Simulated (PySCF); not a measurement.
## Dipole moment and polarisability of `O=S(=O)(F)F`

Compound: F2O2S.
Geometry (PBE0-D3(BJ)/def2-SVP, Å), atoms numbered from 1 in this order:
```xyz
5
F2O2S angstrom
O      0.8887   -0.6280   -1.0601
S      0.1494   -0.0852    0.0292
O      0.5196   -0.1509    1.4028
F     -1.3381   -0.5878   -0.1014
F     -0.1886    1.4161   -0.3094
```

Level: wB97X-D/def2-SVPD (PySCF), static field, nuclei fixed, core orbitals frozen in the response. The polarisability tensor in these axes (au):

```
x   28.02 -0.85 -0.36
y   -0.85 27.20  0.75
z   -0.36  0.75 31.46
```

Task: Give the principal values, the mean and the anisotropy Δα = √{½[(α1 − α2)² + (α2 − α3)² + (α1 − α3)²]}.

Result: Principal values 26.62, 28.39 and 31.66 au; mean 28.89 au = 4.28 Å³ = 4.76 × 10⁻⁴⁰ C²·m²/J; Δα = 4.43 au (15 % of the mean).

Task: What is the dipole moment, and where does it point?

Result: (-0.72, 0.40, -0.18) D, 0.85 D in size, pointing from the negative to the positive side. Measured along this direction, the outermost atoms are O1 and O3 at the negative end and F5 and F4 at the positive end.

Task: In a dilute gas of rigid molecules at 250 K, how does the orientational term μ²/3kT compare with the electronic polarisability?

Result: In Gaussian units μ²/3kT = 6.93 Å³ against 4.28 Å³, a ratio of 1.62; the Debye molar polarisation (4π/3)N_A(α + μ²/3kT) is 28.3 cm³/mol, leaving out the vibrational part.

Task: What depolarisation ratio follows for Rayleigh scattering of linearly polarised light, taking the static tensor?

Result: ρ = 3Δα²/(45ᾱ² + 4Δα²) = 58.8/(37563 + 78.4) = 0.00156.

Task: Sum over states: ᾱ = Σ f/ω², ω in Eh. What share falls to these 6 lowest TDDFT singlets (eV, f)? 8.07, 0.0022; 8.42, 0.0000; 8.60, 0.0000; 9.50, 0.0100; 9.63, 0.0376; 10.00, 0.0587.

Result: They add up to 0.84 au, 2.9 % of the 28.89 au; the largest single term is 0.43 au, from the state at 10.00 eV. Terms in order: 0.02, 0.00, 0.00, 0.08, 0.30, 0.43 au. Higher excitations give the rest. The strengths listed sum to 0.108.

Isolated species at its PBE0-D3(BJ)/def2-SVP geometry, gas phase.

Note: wB97X-D ran without an empirical dispersion term, which enters the total energy and its gradient alone.
